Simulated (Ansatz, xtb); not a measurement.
# CH6BSi+: where a starting geometry ends

The starting geometry of this gas-phase singlet was built from a drawn formula by distance geometry and a force field; its bonds are those of `[CH2+]B[SiH3]`.

```yaml
atoms:
  - { symbol: C, position_ang: [0.9833, -0.3365, -1.9612] }
  - { symbol: B, position_ang: [-0.5885, -0.0869, -1.8194] }
  - { symbol: Si, position_ang: [-1.7971, -1.5410, -1.7909] }
  - { symbol: H, position_ang: [1.3496, -1.3760, -2.0500] }
  - { symbol: H, position_ang: [1.6787, 0.5584, -1.9871] }
  - { symbol: H, position_ang: [-0.9700, 1.0145, -1.7710] }
  - { symbol: H, position_ang: [-1.6905, -2.3522, -3.0402] }
  - { symbol: H, position_ang: [-1.4948, -2.3837, -0.6217] }
  - { symbol: H, position_ang: [-3.1352, -1.0492, -1.6498] }
```

Question: Where would you expect an optimisation with r2SCAN-D4/def2-SVP to take it?

Answer: It rearranges to `[BH+]C[SiH3]`. Distances that change by over a tenth: C1–B2 (1.60 → 1.43 Å). Contacts that open: B2–Si3 (1.89 → 2.84 Å). Contacts that close: C1–Si3 (3.03 → 2.01 Å).

The energy falls by 3.63 eV over 22 steps:

```json
{"step": "1", "E − E(last) (eV)": "3.631"}
{"step": "3", "E − E(last) (eV)": "2.912"}
{"step": "6", "E − E(last) (eV)": "1.486"}
{"step": "8", "E − E(last) (eV)": "1.243"}
{"step": "10", "E − E(last) (eV)": "1.097"}
{"step": "13", "E − E(last) (eV)": "0.644"}
{"step": "15", "E − E(last) (eV)": "0.277"}
{"step": "17", "E − E(last) (eV)": "0.050"}
{"step": "20", "E − E(last) (eV)": "0.001"}
{"step": "22", "E − E(last) (eV)": "0.000"}
```

Final geometry (Å):

| atom | x (Å) | y (Å) | z (Å) |
| --- | --- | --- | --- |
| C | 0.1479 | -0.5139 | -1.9736 |
| B | -0.1599 | 0.5431 | -1.0540 |
| Si | -1.4194 | -1.7527 | -2.1590 |
| H | 1.0014 | -1.1317 | -1.6243 |
| H | 0.3630 | -0.1188 | -2.9889 |
| H | -0.4867 | 1.3880 | -0.2853 |
| H | -0.9151 | -2.7336 | -3.1480 |
| H | -1.6551 | -2.3155 | -0.8088 |
| H | -2.5407 | -0.9176 | -2.6495 |

From the same start GFN2-xTB reaches the same bonding as this run.

No frequencies were run, so the end isn't proven a minimum. Run with Ansatz 0.2.0, 120 s on 1 thread of Intel(R) Xeon(R) Processor @ 2.50GHz (Skylake/Cascade Lake), on a shared host.
